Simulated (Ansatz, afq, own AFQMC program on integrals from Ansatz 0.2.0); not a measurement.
Two steps: Ansatz 0.2.0 writes the Fock matrix and Cholesky factors of the valence space, and afq projects on them the lowest state that overlaps trial and start.

```yaml
crystal:
  periodic: [false, false, false]
  atoms:
    - {symbol: Br, position_ang: [-0.492231, 0.000000, 0.000000]}
    - {symbol: H, position_ang: [0.928369, 0.000000, 0.000000]}
    - {symbol: C, position_ang: [2.677769, 0.000000, 0.000000]}
    - {symbol: H, position_ang: [3.092237, 0.000000, 0.996161]}
    - {symbol: H, position_ang: [3.092237, 0.000000, -0.996161]}
basis:
  gaussian: {orbitals: cc-pVTZ}
magnetization: {spin_polarized: true, initial_magnetization: 2}
correlation: {method: ccsd_t, electrons: outside_noble_gas, hamiltonian_folder: ham}
```

```sh
$ ansatz run in.yaml --threads 1 --pin off --events-out ev --progress --plain --max-ram 24576MiB --backend cuda --devices 0, --max-vram 18GiB
```

Options of the walk:

```
--method phaseless --trial hf --walkers 900 --populations 10 --least-time 40 --time-step 0.005 --steps-per-block 20 --equilibration-blocks 112 --max-blocks 4000 --target-error 0.0011 --factor-cut 1e-05 --start spin_pure --seed 3673 --taylor-order 6
```

Times are imaginary, in 1/Eh. The walk had a cap of 94 s. With eight or more populations the least sampling time is a fifth of least-time, and the error comes from their spread. Filled inner d shells are frozen with the cores.

```
orbitals 100  electrons 8 6  factors 617 of 677
reference energy -2611.97793566 Eh
CCSD correlation -0.33675829 Eh in 11 cycles, weight of the determinant in the CISD state 0.8732
energy of the start -2611.978602 Eh
 block  time / (1/Eh)  mean weight  energy / Eh
     1     0.100  1.0023  -2612.063489
     2     0.200  1.0019  -2612.122261
     3     0.300  1.0021  -2612.167313
     4     0.400  1.0018  -2612.200405
     5     0.500  1.0026  -2612.230254
    10     1.000  0.9991  -2612.289665
    31     3.100  0.9995  -2612.326693
    56     5.600  1.0006  -2612.322986
    81     8.100  0.9998  -2612.328753
   106    10.600  1.0001  -2612.333512
   131    13.100  0.9998  -2612.335580
   156    15.600  1.0006  -2612.339879
   181    18.100  0.9991  -2612.326723
   206    20.600  1.0001  -2612.330667
   226    22.600  1.0002  -2612.313835
   231    23.100  1.0001  -2612.323155
error from the spread of 10 populations
energy -2612.328094 +/- 0.001033 Eh
(rows thinned)
```

(1) Estimate how long the walk took on 1 × NVIDIA H100 80GB HBM3 with 2 threads of AMD EPYC 7R13 Processor (Zen 3), with other jobs on the host (the card was shared).

The run passed its tests (sampling time, drift between the halves within three errors, error under three times the target), which doesn't prove that it has relaxed.

Against this walk (error 28.1 meV) on the same determinant: CCSD(T) 67.0 meV higher, the released energy of a separate walk with a CISD trial 22.5 ± 29.1 meV higher (within the noise), a separate phaseless walk with a CISD trial and standard settings 37.1 ± 28.7 meV higher (within the noise). The error is statistical and leaves out the bias of the constraint.

Cautions: constraint bias not in the error; no relativity below Rb; no spin-orbit coupling; inner d shell frozen; lower spins were not checked.

## Answers

(1) 36 s of wall time.

A walk keeps the symmetry of its determinant, which the program's search chose and which needn't be the lowest solution, so a lower state of the same spin and another symmetry isn't excluded.
